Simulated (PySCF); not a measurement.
Species: formic anhydride, C2H2O3.
Bonds: O1–C2 (double), C2–O3, O3–C4, C4–O5 (double). Hydrogens: H6 on C2; H7 on C4.

Theory: PBE0-D3(BJ)/def2-TZVP geometry optimisation, gas phase (PySCF 2.14.0).

Some entries are withheld. Bonds in one row agree within 0.01 Å.

| coordinate | value |
| --- | --- |
| O1=C2, C4=O5 | ? |
| C2–O3, O3–C4 | ? |
| C2–H6, C4–H7 | 1.100 Å |
| O1–C2–O3 | ? |
| O1–C2–H6 | ? |
| O3–C2–H6 | 106.6° |
| C2–O3–C4 | ? |

**Question.** Estimate the withheld lengths and angles.

**Answer.** 
- O1=C2, C4=O5 = 1.181 Å, drawn double (anhydride carbonyl oxygen to anhydride carbonyl carbon); 0.21 Å below the sum of covalent radii, 1.39 Å.
- C2–O3, O3–C4 = 1.375 Å, drawn single (anhydride carbonyl carbon to anhydride bridging oxygen); 0.02 Å below the sum of covalent radii, 1.39 Å.
- O1–C2–O3 = 127.5°, at the anhydride carbonyl carbon; the outer atoms are 2.294 Å apart.
- O1–C2–H6 = 125.9°, at the anhydride carbonyl carbon; the outer atoms are 2.031 Å apart.
- C2–O3–C4 = 123.4°, at the anhydride bridging oxygen; the outer atoms are 2.421 Å apart.

Radii are Cordero's, carbon taken as 0.76, 0.73 or 0.69 Å for four, three, and two or fewer neighbours.

PBE0-D3(BJ)/def2-TZVP frequencies: not computed here. The numbers are those of one conformer (O1–C2–O3–C4 1°, C2–O3–C4–O5 1°).
